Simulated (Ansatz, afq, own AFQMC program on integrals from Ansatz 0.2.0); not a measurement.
Where AFQMC and coupled cluster stand for SiH$_{2}$, triplet

```xyz
3

Si    0.0000   -0.0657    0.0000
H     0.0000    0.9155   -1.6555
H     0.0000    0.9155    1.6555
```

Basis cc-pVDZ. Noble-gas cores (and the filled d shells of Ga–Kr and In–Xe) are frozen. Integrals, coupled cluster, full CI and functionals: Ansatz 0.2.0; the random walks run on the same integrals in our own AFQMC program. ph-AFQMC/CISD is guided by a CISD state made of CCSD amplitudes; releasing the constraint for a short imaginary time cuts its bias at the price of noise, slowly where states lie close. Uncertainties: one standard error, sampling alone.

Determinant: UHF, the one that the program's search chose, which needn't be the lowest solution. The geometry is a point of a scan.

Full CI on the same integrals is exact in this basis and with this determinant's frozen core.

Cautions: lower spins were not checked; the released energies have errors that jump between times, so the bars are unsure, so no released level is given (meV from the phaseless value at times in 1/Eh: -61 ± 61 at 0.24, -4.1 ± 1.6 at 0.51, -7.5 ± 1.3 at 0.99, -8.2 ± 1.1 at 1.62, -13.0 ± 1.4 at 2.40).

- T1 diagnostic: 0.0337
- weight of the determinant in the CISD state: 0.893
- ⟨S²⟩ of the determinant: 2.041
- size of the correlated space: 6 electrons in 23 orbitals

```csv
level,correlation energy (eV)
MP2,-2.0256
CCSD,-2.8489
CCSD(T),-2.9391
```

(1) Estimate where phaseless AFQMC with the Hartree–Fock trial lies against CCSD(T) on the same integrals.

(1) 1.7 ± 1.8 kJ/mol above CCSD(T). The gap is under twice the noise, so this walk alone can't tell the two apart.

Reference: full CI, correlation energy -2.981 eV.

```tsv
level	E − E(reference) (kJ/mol)	share of correlation (%)
CCSD(T)	4.1	98.58
CCSDT	0.4	99.88
CCSDT(Q)	0.0	99.98
CCSDTQ	0.0	100.00
ph-AFQMC/HF	5.7 ± 1.8	98.00
ph-AFQMC/CISD	1.6 ± 0.2	99.43
```

CCSDT and higher add their correlation energy to the determinant of the CCSD(T) run, since their own runs factorise the integrals more tightly (a shift of under 2 meV). A walk keeps the symmetry of its determinant, which the program's search chose and which needn't be the lowest solution, so a lower state of the same spin and another symmetry isn't excluded.
